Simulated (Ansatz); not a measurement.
**CH5BO: vertical ionisation energy**

How much energy removes an electron from CH5BO at fixed geometry? The cation is run at each level and the neutral's energy taken from earlier runs.

Computed with Ansatz 0.2.0, Gaussian basis. Level: unrestricted cation, the program's frozen cores in correlated methods.

Levels to be run: UKS PBE-D4/def2-TZVPP; UKS r2SCAN-D4/def2-TZVPP; UKS PBE0-D4/def2-TZVPP; UKS B3LYP-D4/def2-TZVPP; UKS wB97X-V/def2-TZVPP; UKS wB97M-V/def2-TZVPP; UKS B2PLYP/def2-TZVPP; UHF-CCSD(T)/def2-TZVPP; UHF-MP2/def2-QZVPP; extrapolation to the limit; then −ε(HOMO) from the neutral's earlier runs with LDA (SPW92), PBE-D4, revPBE-D4, BLYP-D4, r2SCAN-D4, B97M-V, PBE0-D4, B3LYP-D4, r2SCANh-D4, r2SCAN0-D4, HSE06-D4, BHLYP-D4, CAM-B3LYP-D4, LC-ωPBE, ωB97X-V, ωB97M-V.

1 further run of the same task is left out (it didn't finish).

### Step 1. The relaxed structure

All runs share one geometry, relaxed beforehand with PBE0-D4 in a triple-zeta def2 set.

SMILES `BOC`, 8 atoms, charge 0, spin multiplicity 1.

Atoms are counted from 1 here; the program's logs count them from 0.

Bond lengths: B1–O2 1.339 Å, B1–H4 1.204 Å, B1–H5 1.197 Å, O2–C3 1.413 Å, C3–H6 1.094 Å, C3–H7 1.092 Å, C3–H8 1.092 Å. Angles: O2–B1–H4 120.2°, O2–B1–H5 116.9°, H4–B1–H5 122.9°, B1–O2–C3 122.3°, O2–C3–H6 111.3°, O2–C3–H7 108.8°, O2–C3–H8 108.9°, H6–C3–H7 109.6°, H6–C3–H8 109.6°, H7–C3–H8 108.7°.

### Step 2. Cation, UKS PBE-D4/def2-TZVPP

Contents of in.yaml:

```yaml
crystal:
  periodic: [false, false, false]
  atoms:
    - {symbol: B, position_ang: [-0.618958, 0.827451, -0.859355]}
    - {symbol: O, position_ang: [0.526860, 0.427746, -0.294134]}
    - {symbol: C, position_ang: [0.577916, -0.627647, 0.644658]}
    - {symbol: H, position_ang: [-1.655678, 0.285896, -0.574806]}
    - {symbol: H, position_ang: [-0.550898, 1.730637, -1.641185]}
    - {symbol: H, position_ang: [-0.416150, -1.046529, 0.825004]}
    - {symbol: H, position_ang: [1.239449, -1.407596, 0.262722]}
    - {symbol: H, position_ang: [0.989560, -0.246959, 1.581394]}
basis:
  gaussian: {orbitals: def2-TZVPP}
total_charge: 1
magnetization: {spin_polarized: true, initial_magnetization: 1}
hamiltonian: {xc: pbe, dispersion: d4}
```

On the command line:

```sh
$ ansatz run in.yaml --threads 4 --pin off --events-out ev --progress --plain --max-ram 10444MiB
```

The log of the run:

```text
Functional definition: PBE
  name "PBE"
  cite "Perdew, Burke & Ernzerhof, Phys. Rev. Lett. 77, 3865 (1996) doi:10.1103/PhysRevLett.77.3865"
  parent pbe
  parameter kappa = 0.804
  parameter beta = 0.06672455060314922
  exchange = pbe_x(kappa = kappa, mu = beta*pi^2/3)
  correlation = pbe_c(beta = beta)
795 factors; their error is unknown
mean field evaluation 1: about -3809.5121 eV, gradient 6.8e1 eV
mean field evaluation 2: about -3694.2820 eV, gradient 1.5e2 eV
mean field evaluation 4: about -3824.4493 eV, gradient 3.1e1 eV
mean field evaluation 8: about -3828.0133 eV, gradient 3.4e-1 eV
mean field evaluation 16: about -3828.0000 eV, gradient 5.6e-3 eV
mean field evaluation 32: about -3827.9782 eV, gradient 8.5e-1 eV
mean field -3827.99998121 eV, -140.6764045979 hartree, gradient 6.3e-6 eV, S^2 0.752781; 4 other end points of the search recorded, 0 dependent functions left out
reference -3828.00001761 eV, -140.6764059357 hartree; 12, 11 occupied and 151, 152 virtual orbitals, 795 factors
Total energy: -3828.06725020 eV, -140.6788766878 hartree
```

Wall time 2.6 s (4 threads of Arm Neoverse V1, shared host); peak memory 0.29 GiB.

Less the neutral's -3838.8892 eV (earlier run), this gives 10.822 eV. ⟨S²⟩ = 0.753.

### Step 3. Cation, UKS r2SCAN-D4/def2-TZVPP

in.yaml, as its differences from that of step 2:

```diff
@@ -15,2 +15,2 @@
 magnetization: {spin_polarized: true, initial_magnetization: 1}
-hamiltonian: {xc: pbe, dispersion: d4}
+hamiltonian: {xc: r2scan, dispersion: d4}
```

Same command.

The log of the run:

```text
Functional definition: r2SCAN
  name "r2SCAN"
  cite "Furness, Kaplan, Ning, Perdew & Sun, J. Phys. Chem. Lett. 11, 8208 (2020) doi:10.1021/acs.jpclett.0c02405"
  cite "Furness, Kaplan, Ning, Perdew & Sun, J. Phys. Chem. Lett. 11, 9248 (2020) doi:10.1021/acs.jpclett.0c03077"
  parent r2scan
  parameter k0 = 0.174
  parameter k1 = 0.065
  parameter a1 = 4.9479
  exchange = r2scan_x(k0 = k0, k1 = k1, a1 = a1)
  correlation = r2scan_c
795 factors; their error is unknown
mean field evaluation 1: about -3814.8231 eV, gradient 6.3e1 eV
mean field evaluation 2: about -3730.2243 eV, gradient 1.4e2 eV
mean field evaluation 4: about -3829.0613 eV, gradient 2.1e1 eV
mean field evaluation 8: about -3830.6699 eV, gradient 1.4e-1 eV
mean field evaluation 16: about -3830.6562 eV, gradient 3.2e-3 eV
mean field evaluation 32: about -3830.6562 eV, gradient 4.6e-6 eV
mean field -3830.65622086 eV, -140.7740196045 hartree, gradient 4.6e-6 eV, S^2 0.756877; 4 other end points of the search recorded, 0 dependent functions left out
reference -3830.65623348 eV, -140.7740200685 hartree; 12, 11 occupied and 151, 152 virtual orbitals, 795 factors
Total energy: -3830.67234302 eV, -140.7746120830 hartree
```

It took 5 s on 4 threads of Arm Neoverse V1, shared host; peak memory 0.34 GiB.

Less the neutral's -3841.6183 eV (earlier run), this gives 10.946 eV. ⟨S²⟩ = 0.757.

### Step 4. Cation, UKS PBE0-D4/def2-TZVPP

in.yaml, as its differences from that of step 3:

```diff
@@ -15,2 +15,2 @@
 magnetization: {spin_polarized: true, initial_magnetization: 1}
-hamiltonian: {xc: r2scan, dispersion: d4}
+hamiltonian: {xc: pbe0, dispersion: d4}
```

Launched as before.

The log of the run:

```text
Functional definition: PBE0
  name "PBE0"
  cite "Adamo & Barone, J. Chem. Phys. 110, 6158 (1999) doi:10.1063/1.478522"
  cite "Perdew, Burke & Ernzerhof, Phys. Rev. Lett. 77, 3865 (1996) doi:10.1103/PhysRevLett.77.3865"
  parent pbe
  parameter a = 0.25
  parameter kappa = 0.804
  parameter beta = 0.06672455060314922
  exchange = (1 - a)*pbe_x(kappa = kappa, mu = beta*pi^2/3) + a*exact_x
  correlation = pbe_c(beta = beta)
795 factors; their error is unknown
mean field evaluation 1: about -3814.4443 eV, gradient 5.9e1 eV
mean field evaluation 2: about -3755.7362 eV, gradient 1.2e2 eV
mean field evaluation 4: about -3827.6923 eV, gradient 1.0e1 eV
mean field evaluation 8: about -3828.1068 eV, gradient 1.7e-1 eV
mean field evaluation 16: about -3828.1060 eV, gradient 4.6e-3 eV
mean field evaluation 32: about -3828.1060 eV, gradient 1.3e-5 eV
mean field -3828.10603512 eV, -140.6803020071 hartree, gradient 1.3e-5 eV, S^2 0.756816; 2 other end points of the search recorded, 0 dependent functions left out
reference -3828.10606202 eV, -140.6803029959 hartree; 12, 11 occupied and 151, 152 virtual orbitals, 795 factors
Total energy: -3828.16134595 eV, -140.6823346429 hartree
```

It took 3.7 s on 4 threads of Arm Neoverse V1, shared host; peak memory 0.41 GiB.

The neutral molecule at this level: -3839.3096 eV. Difference: 11.148 eV. ⟨S²⟩ = 0.757.

### Step 5. Cation, UKS B3LYP-D4/def2-TZVPP

in.yaml, as its differences from that of step 4:

```diff
@@ -15,2 +15,2 @@
 magnetization: {spin_polarized: true, initial_magnetization: 1}
-hamiltonian: {xc: pbe0, dispersion: d4}
+hamiltonian: {xc: {name: B3LYP}, dispersion: d4}
```

Same command.

The log of the run, shortened:

```text
Functional definition: B3LYP
  name "B3LYP"
  cite "Stephens, Devlin, Chabalowski & Frisch, J. Phys. Chem. 98, 11623 (1994) doi:10.1021/j100096a001"
  cite "Becke, Phys. Rev. A 38, 3098 (1988) doi:10.1103/PhysRevA.38.3098"
  cite "Lee, Yang & Parr, Phys. Rev. B 37, 785 (1988) doi:10.1103/PhysRevB.37.785"
  cite "Vosko, Wilk & Nusair, Can. J. Phys. 58, 1200 (1980) doi:10.1139/p80-159"
[...]
795 factors; their error is unknown
[...]
mean field -3833.13301313 eV, -140.8650400417 hartree, gradient 1.3e-5 eV, S^2 0.755829; 2 other end points of the search recorded, 0 dependent functions left out
reference -3833.13323095 eV, -140.8650480464 hartree; 12, 11 occupied and 151, 152 virtual orbitals, 795 factors
Total energy: -3833.24118869 eV, -140.8690154201 hartree
```

It took 3.6 s on 4 threads of Arm Neoverse V1, shared host; peak memory 0.41 GiB.

The neutral molecule at this level: -3844.4355 eV. Difference: 11.194 eV. ⟨S²⟩ = 0.756.

### Step 6. Cation, UKS wB97X-V/def2-TZVPP

in.yaml, as its differences from that of step 5:

```diff
@@ -15,2 +15,2 @@
 magnetization: {spin_polarized: true, initial_magnetization: 1}
-hamiltonian: {xc: {name: B3LYP}, dispersion: d4}
+hamiltonian: {xc: {name: wB97X-V}}
```

Launched as before.

The log of the run, shortened:

```text
Functional definition: wB97X-V
  name "wB97X-V"
  cite "Mardirossian & Head-Gordon, Phys. Chem. Chem. Phys. 16, 9904 (2014) doi:10.1039/C3CP54374A"
  cite "Becke, J. Chem. Phys. 107, 8554 (1997) doi:10.1063/1.475007"
  cite "Vydrov & Van Voorhis, J. Chem. Phys. 133, 244103 (2010) doi:10.1063/1.3521275"
[...]
      + integral(e_c_pw_opposite_spin*poly(b97_u_opposite, cos0, cos1)) + vv10(b, c)
795 factors; their error is unknown
217 factors; integrals over basis functions are off by at most 1.5e-5 eV
[...]
mean field -3831.38224825 eV, -140.8007006190 hartree, gradient 1.4e-5 eV, S^2 0.757188; 4 other end points of the search recorded, 0 dependent functions left out
reference -3831.38224655 eV, -140.8007005566 hartree; 12, 11 occupied and 151, 152 virtual orbitals, 795 factors
Total energy: -3831.38224655 eV, -140.8007005566 hartree
```

Wall time 13 s (4 threads of Arm Neoverse V1, shared host); peak memory 0.54 GiB.

Less the neutral's -3842.7235 eV (earlier run), this gives 11.341 eV. ⟨S²⟩ = 0.757.

### Step 7. Cation, UKS wB97M-V/def2-TZVPP

in.yaml, as its differences from that of step 6:

```diff
@@ -15,2 +15,2 @@
 magnetization: {spin_polarized: true, initial_magnetization: 1}
-hamiltonian: {xc: {name: wB97X-V}}
+hamiltonian: {xc: {name: wB97M-V}}
```

Same command.

The log of the run, shortened:

```text
Functional definition: wB97M-V
  name "wB97M-V"
  cite "Mardirossian & Head-Gordon, J. Chem. Phys. 144, 214110 (2016) doi:10.1063/1.4952647"
  cite "Becke, J. Chem. Phys. 107, 8554 (1997) doi:10.1063/1.475007"
  cite "Vydrov & Van Voorhis, J. Chem. Phys. 133, 244103 (2010) doi:10.1063/1.3521275"
  # Of w^i u^j: cxij and so on, Table III.
[...]
  gx(w, u) = 1 - cx + cx01*u + cx10*w
  gss(w, u) = css00 + css04*u^4 + css10*w + css20*w^2 + css43*w^4*u^3
  gos(w, u) = cos00 + cos10*w + (cos20 + cos21*u)*w^2 + (cos60 + cos61*u)*w^6
[...]
      + integral(e_c_pw_mod_opposite_spin*gos(b97_w_opposite, b97_u_opposite)) + vv10(b, c)
795 factors; their error is unknown
217 factors; integrals over basis functions are off by at most 1.5e-5 eV
[...]
mean field -3830.75509550 eV, -140.7776531807 hartree, gradient 8.6e-6 eV, S^2 0.755752; 2 other end points of the search recorded, 0 dependent functions left out
reference -3830.75513982 eV, -140.7776548092 hartree; 12, 11 occupied and 151, 152 virtual orbitals, 795 factors
Total energy: -3830.75513982 eV, -140.7776548092 hartree
```

It took 13 s on 4 threads of Arm Neoverse V1, shared host; peak memory 0.57 GiB.

The neutral molecule at this level: -3842.0704 eV. Difference: 11.315 eV. ⟨S²⟩ = 0.756.

### Step 8. Cation, UKS B2PLYP (frozen core)/def2-TZVPP

in.yaml, as its differences from that of step 7:

```diff
@@ -15,2 +15,2 @@
 magnetization: {spin_polarized: true, initial_magnetization: 1}
-hamiltonian: {xc: {name: wB97M-V}}
+hamiltonian: {xc: {name: B2PLYP}}
```

Launched as before.

The log of the run, shortened:

```text
Functional definition: B2PLYP
  name "B2PLYP"
  cite "Grimme, J. Chem. Phys. 124, 034108 (2006) doi:10.1063/1.2148954"
  cite "Becke, Phys. Rev. A 38, 3098 (1988) doi:10.1103/PhysRevA.38.3098"
  cite "Lee, Yang & Parr, Phys. Rev. B 37, 785 (1988) doi:10.1103/PhysRevB.37.785"
[...]
966 factors; integrals over basis functions are off by at most 1.0e-3 eV
[...]
mean field -3825.05925815 eV, -140.5683350187 hartree, gradient 4.3e-6 eV, S^2 0.764064; 6 other end points of the search recorded, 0 dependent functions left out
3 core orbitals not correlated: weight in the atoms' cores, before any rotation towards them, 1.000 or more for the frozen orbitals, at most 0.000 for the correlated occupied ones
reference -3825.05939535 eV, -140.5683400606 hartree; 9, 8 occupied and 151, 152 virtual orbitals, 966 factors
second order -16.44014451 eV of doubles, -0.00000000 eV of singles
Total energy: -3829.49823436 eV, -140.7314643858 hartree
```

Run time: 8 s. Hardware: 4 threads of Arm Neoverse V1, shared host; peak memory 0.42 GiB.

Less the neutral's -3840.7969 eV (earlier run), this gives 11.299 eV. ⟨S²⟩ = 0.764.

### Step 9. Cation, UHF-CCSD(T)/def2-TZVPP

in.yaml, as its differences from that of step 8:

```diff
@@ -15,2 +15,3 @@
 magnetization: {spin_polarized: true, initial_magnetization: 1}
-hamiltonian: {xc: {name: B2PLYP}}
+correlation: {method: ccsd_t}
+scf: {omitted_lower_state_checks: [cluster_reference]}
```

Launched as before.

The log of the run, shortened:

```text
Functional definition: HF
  name "HF"
  cite "Fock, Z. Phys. 61, 126 (1930) doi:10.1007/BF01340294"
  parent pbe
[...]
966 factors; integrals over basis functions are off by at most 1.0e-3 eV
[...]
mean field -3809.98609946 eV, -140.0144066538 hartree, gradient 1.2e-6 eV, S^2 0.767794; 7 other end points of the search recorded, 0 dependent functions left out
3 core orbitals not correlated: weight in the atoms' cores, before any rotation towards them, 1.000 or more for the frozen orbitals, at most 0.000 for the correlated occupied ones
reference -3809.98609946 eV, -140.0144066538 hartree; 9, 8 occupied and 151, 152 virtual orbitals, 966 factors
second order -12.38194240 eV of doubles, -0.00000000 eV of singles
cycle   1  -13.09645004 eV  change   -7.1e-1 eV  update   9.5e-2
[...]
cycle  28  -13.58089942 eV  change   -5.3e-6 eV  update   2.6e-6
perturbative correction -0.44607295 eV, -0.0163928785 hartree
Total energy: -3824.01307183 eV, -140.5298883805 hartree
Checks for a lower state left out: cluster_reference
```

Run time: 68 s. Hardware: 4 threads of Arm Neoverse V1, shared host; peak memory 3.2 GiB.

Less the neutral's -3836.0886 eV (earlier run), this gives 12.076 eV. ⟨S²⟩ = 0.768. T1 = 0.116 (report).

### Step 10. Cation, UHF-MP2/def2-QZVPP

in.yaml, as its differences from that of step 9:

```diff
@@ -12,6 +12,6 @@
 basis:
-  gaussian: {orbitals: def2-TZVPP}
+  gaussian: {orbitals: "def2-QZVPP.json"}
 total_charge: 1
 magnetization: {spin_polarized: true, initial_magnetization: 1}
-correlation: {method: ccsd_t}
+correlation: {method: mp2}
 scf: {omitted_lower_state_checks: [cluster_reference]}
```

Launched as before.

The log of the run, shortened:

```text
Functional definition: HF
  name "HF"
  cite "Fock, Z. Phys. 61, 126 (1930) doi:10.1007/BF01340294"
  parent pbe
[...]
1919 factors; integrals over basis functions are off by at most 8.4e-4 eV
[...]
mean field -3810.18424535 eV, -140.0216883808 hartree, gradient 3.5e-8 eV, S^2 0.767372; 6 other end points of the search recorded, 0 dependent functions left out
3 core orbitals not correlated: weight in the atoms' cores, before any rotation towards them, 1.000 or more for the frozen orbitals, at most 0.000 for the correlated occupied ones
reference -3810.18424535 eV, -140.0216883808 hartree; 9, 8 occupied and 309, 310 virtual orbitals, 1919 factors
second order -13.29381262 eV of doubles, -0.00000000 eV of singles
Total energy: -3823.47805797 eV, -140.5102269838 hartree
Checks for a lower state left out: cluster_reference
```

It took 61 s on 4 threads of Arm Neoverse V1, shared host; peak memory 1.2 GiB.

Less the neutral's -3835.9640 eV (earlier run), this gives 12.486 eV. ⟨S²⟩ = 0.767.

### Step 11. From triple and quadruple zeta to the limit

No new run: Hartree-Fock is extrapolated as exp(−7.88√X) and correlation as X^−2.97, with X = 3 and 4; only MP2 was run in the larger set, so CCSD(T) minus MP2 is added from the smaller one.

| level | energy at the limit (eV) |
| --- | --- |
| HF | -3810.2115 |
| MP2 | -3824.1808 |
| CCSD | -3825.3798 |
| CCSD(T) | -3825.8258 |

The neutral's limit, from its own earlier runs, is -3838.0565 eV in the additive form (MP2 limit plus CCSD(T) minus MP2 in triple zeta), in which the cation has -3825.8258 eV.

### Step 12. The ladder

```
            method  ionisation energy (eV)
            PBE-D4                   10.82
         r2SCAN-D4                   10.95
           PBE0-D4                   11.15
          B3LYP-D4                   11.19
           ωB97X-V                   11.34
           ωB97M-V                   11.32
            B2PLYP                   11.30
     HF/def2-TZVPP                   10.67
    MP2/def2-TZVPP                   12.40
   CCSD/def2-TZVPP                   12.00
CCSD(T)/def2-TZVPP                   12.08
```

Orbital estimates, from the neutral's runs:

| functional | −ε(HOMO) (eV) | by energy difference (eV) |
| --- | --- | --- |
| LDA (SPW92) | 7.16 |  |
| PBE-D4 | 7.11 | 10.82 |
| revPBE-D4 | 7.08 |  |
| BLYP-D4 | 7.05 |  |
| r2SCAN-D4 | 7.43 | 10.95 |
| B97M-V | 7.56 |  |
| PBE0-D4 | 8.60 | 11.15 |
| B3LYP-D4 | 8.40 | 11.19 |
| r2SCANh-D4 | 7.98 |  |
| r2SCAN0-D4 | 8.81 |  |
| HSE06-D4 | 8.19 |  |
| BHLYP-D4 | 10.06 |  |
| CAM-B3LYP-D4 | 10.07 |  |
| LC-ωPBE | 11.42 |  |
| ωB97X-V | 11.09 | 11.34 |
| ωB97M-V | 10.96 | 11.32 |

### Step 13. Summary of results

| quantity | value |
| --- | --- |
| range over the levels of the table | 10.67 to 12.40 eV |
| −ε(HOMO) of PBE | 7.11 eV |
| T1 of the cation | 0.116 |

What this shows: Without a sound coupled-cluster reference the levels can only be compared: they span 1.73 eV. The cation's T1 (from the report) is 0.116, above the customary mark of 0.045 for open shells, so the coupled-cluster value is less safe.
